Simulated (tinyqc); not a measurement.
Stretching all distances: RHF, UHF, MP2, CISD and CCSD against full CI in the sto-3g basis, for BH, spin multiplicity 1. Computed by the program tinyqc with PySCF. All coordinates are multiplied by the scale. c0^2 is the weight of the RHF determinant in the lowest singlet FCI state (UHF is spin-contaminated and may lie near states of higher spin) and n(LUMO) the first natural occupation beyond the occupied space.

Geometry (angstrom):

| atom | x | y | z |
|---|---|---|---|
| B | 0.0000 | 0.0000 | 0.0000 |
| H | 0.0000 | 0.0000 | 1.1350 |

Full CI energy (hartree) and errors against it (kcal/mol):

| scale | distance 1-2 (angstrom) | E(FCI) | RHF | UHF | MP2 | CISD | CCSD | <S^2> UHF | c0^2 | n(LUMO) |
|---|---|---|---|---|---|---|---|---|---|---|
| 0.9600 | 1.0896 | -24.796508 | 33.3738 | 24.7323 | 16.4731 | 0.9235 | 0.1120 | 0.5717 | 0.9162 | 0.0767 |
| 1.1400 | 1.2939 | -24.809144 | 37.2474 | 31.1292 | 17.9040 | 1.2501 | 0.0978 | 0.4977 | 0.9147 | 0.0713 |
| 1.3200 | 1.4982 | -24.790824 | 43.1789 | 38.8882 | 20.4524 | 1.8077 | 0.0997 | 0.4302 | 0.9057 | 0.0677 |
| 1.5100 | 1.7139 | -24.759890 | 51.8314 | 48.8993 | 24.4520 | 2.7079 | 0.1019 | 0.3675 | 0.8850 | 0.1022 |
| 1.6900 | 1.9182 | -24.729951 | 62.3573 | 51.2939 | 29.4994 | 3.9159 | 0.0963 | 0.6467 | 0.8515 | 0.1738 |
| 2.0500 | 2.3268 | -24.685551 | 89.2593 | 38.2364 | 42.1320 | 7.3279 | 0.0568 | 0.8659 | 0.7402 | 0.3939 |
| 2.2400 | 2.5424 | -24.672378 | 105.0451 | 32.7031 | 48.4983 | 9.3323 | 0.0279 | 0.9331 | 0.6697 | 0.5280 |
| 2.4200 | 2.7467 | -24.664882 | 119.6143 | 29.3656 | 52.9047 | 11.0571 | 0.0046 | 0.9660 | 0.6079 | 0.6447 |

Estimate the missing row, scale = 1.87.

Computed row:
```
scale   distance 1-2 (angstrom)      E(FCI)      RHF      UHF      MP2    CISD    CCSD  <S^2> UHF    c0^2  n(LUMO)
1.8700                   2.1225  -24.704503  75.0040  45.2059  35.5809  5.4867  0.0808     0.7445  0.8023   0.2732
```

UHF lies below RHF over the whole range. The weight c0^2 goes from 0.92 to 0.61 and n(LUMO) from 0.08 to 0.64: static correlation grows as the bonds break into open-shell fragments. The spread of the error along the curve, which distorts its shape, is CCSD 0.1, CISD 10.1, UHF 26.6, MP2 36.4, RHF 86.2 kcal/mol.
